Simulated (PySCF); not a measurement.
Point-charge models of methyl isopropyl ketone (`CC(=O)C(C)C`) against its computed dipole.

Coordinates (GFN2-xTB, Å) and charges (e) from the PBE0/pcSseg-1 density (PySCF):

```json
{"atom": "C1", "x": "2.129", "y": "0.243", "z": "-0.159", "Mulliken": "-0.2501", "IAO": "-0.4788", "Hirshfeld": "-0.1249", "ESP-fitted": "-0.5653"}
{"atom": "C2", "x": "0.892", "y": "-0.431", "z": "0.380", "Mulliken": "+0.1958", "IAO": "+0.3963", "Hirshfeld": "+0.1773", "ESP-fitted": "+0.6080"}
{"atom": "O3", "x": "0.923", "y": "-1.208", "z": "1.298", "Mulliken": "-0.3543", "IAO": "-0.4149", "Hirshfeld": "-0.2305", "ESP-fitted": "-0.5078"}
{"atom": "C4", "x": "-0.401", "y": "-0.032", "z": "-0.318", "Mulliken": "-0.4119", "IAO": "-0.1498", "Hirshfeld": "-0.0292", "ESP-fitted": "+0.2843"}
{"atom": "C5", "x": "-1.398", "y": "-1.188", "z": "-0.312", "Mulliken": "-0.1956", "IAO": "-0.4173", "Hirshfeld": "-0.1223", "ESP-fitted": "-0.5434"}
{"atom": "C6", "x": "-0.976", "y": "1.175", "z": "0.432", "Mulliken": "-0.2173", "IAO": "-0.4113", "Hirshfeld": "-0.1126", "ESP-fitted": "-0.4902"}
{"atom": "H7", "x": "2.377", "y": "-0.205", "z": "-1.121", "Mulliken": "+0.1424", "IAO": "+0.1653", "Hirshfeld": "+0.0566", "ESP-fitted": "+0.1423"}
{"atom": "H8", "x": "1.951", "y": "1.304", "z": "-0.318", "Mulliken": "+0.1294", "IAO": "+0.1533", "Hirshfeld": "+0.0510", "ESP-fitted": "+0.1413"}
{"atom": "H9", "x": "2.965", "y": "0.102", "z": "0.521", "Mulliken": "+0.1363", "IAO": "+0.1640", "Hirshfeld": "+0.0494", "ESP-fitted": "+0.1602"}
{"atom": "H10", "x": "-0.177", "y": "0.264", "z": "-1.348", "Mulliken": "+0.1173", "IAO": "+0.1310", "Hirshfeld": "+0.0390", "ESP-fitted": "-0.0177"}
{"atom": "H11", "x": "-1.561", "y": "-1.528", "z": "0.707", "Mulliken": "+0.1258", "IAO": "+0.1537", "Hirshfeld": "+0.0384", "ESP-fitted": "+0.1450"}
{"atom": "H12", "x": "-2.348", "y": "-0.874", "z": "-0.736", "Mulliken": "+0.1081", "IAO": "+0.1373", "Hirshfeld": "+0.0402", "ESP-fitted": "+0.1450"}
{"atom": "H13", "x": "-1.015", "y": "-2.024", "z": "-0.893", "Mulliken": "+0.1146", "IAO": "+0.1418", "Hirshfeld": "+0.0391", "ESP-fitted": "+0.1188"}
{"atom": "H14", "x": "-1.899", "y": "1.503", "z": "-0.042", "Mulliken": "+0.1226", "IAO": "+0.1450", "Hirshfeld": "+0.0454", "ESP-fitted": "+0.1348"}
{"atom": "H15", "x": "-0.276", "y": "2.008", "z": "0.436", "Mulliken": "+0.1144", "IAO": "+0.1362", "Hirshfeld": "+0.0393", "ESP-fitted": "+0.1091"}
{"atom": "H16", "x": "-1.193", "y": "0.902", "z": "1.462", "Mulliken": "+0.1224", "IAO": "+0.1481", "Hirshfeld": "+0.0435", "ESP-fitted": "+0.1355"}
```

**Question.** Compute μ = Σ q r for each scheme (1 e·Å = 4.803 D) and compare with the dipole of the full density.

**Answer.** The full density gives (-0.22, 1.87, -2.11) D, 2.83 D in size; dipole vectors point from the negative to the positive end.

```
    scheme     μx    μy     μz  size (D)  share of the full size (%)  angle to the full dipole (°)
  Mulliken  -0.18  2.23  -1.94      2.96                         105                             7
       IAO  -0.21  2.07  -2.33      3.13                         111                             0
 Hirshfeld   0.01  1.29  -1.34      1.86                          66                             5
ESP-fitted  -0.24  1.90  -2.11      2.85                         101                             1
```

**Question.** Which set comes closest?

**Answer.** Length of the difference vector: ESP-fitted 0.04 D, IAO 0.30 D, Mulliken 0.39 D, Hirshfeld 0.99 D. Closest: ESP-fitted. 

**Question.** What is left for the Hirshfeld atoms' own dipoles?

**Answer.** The shares of the density sum to the whole, so what Σ q r misses lies in dipoles about the nuclei. The atomic dipoles sum to (-0.22, 1.87, -2.11) − (0.01, 1.29, -1.34) = (-0.23, 0.58, -0.77) D, 0.99 D in size.

**Question.** With the origin at the mean of the coordinates, (0.000, 0.001, -0.001) Å, which are the largest single terms, by size, of the Mulliken dipole along the direction of the full one?

**Answer.** O3 +3.13, H11 -0.86, H14 +0.69, H10 +0.67, C2 -0.60 D; all 16 atoms together +2.93 D. The single terms depend on the origin, their sum doesn't.

**Question.** Give the size of the full dipole in other units.

**Answer.** 2.83 D = 1.113 au = 0.589 e·Å = 9.44 × 10⁻³⁰ C·m.

Geometry: GFN2-xTB, one conformer, isolated molecule.

Conformer computed: `[CH3:1][C:2](=[O:3])[CH:4]([CH3:5])[CH3:6]`: C1–C2–C4–C5 149°.
